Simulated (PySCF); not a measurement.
methanol (CH4O), SMILES OC. Geometry: ωB97X-D3(BJ)/def2-TZVP.

PySCF 2.14.0 with TDDFT-ωB97X/def2-TZVPD puts the lowest singlet excitations at 7.07, 8.49, 8.90, 9.15, 9.15, 9.78 eV.

What are the lowest excitation roots from PySCF with ADC(2)/aug-cc-pVDZ? (Estimate from the structure and the level; the computed values follow.)

6.24, 7.32, 7.82, 7.99, 8.31, 8.70 eV. S1 differs by -0.83 eV (second minus first; roots are paired by order, and the bases may differ).
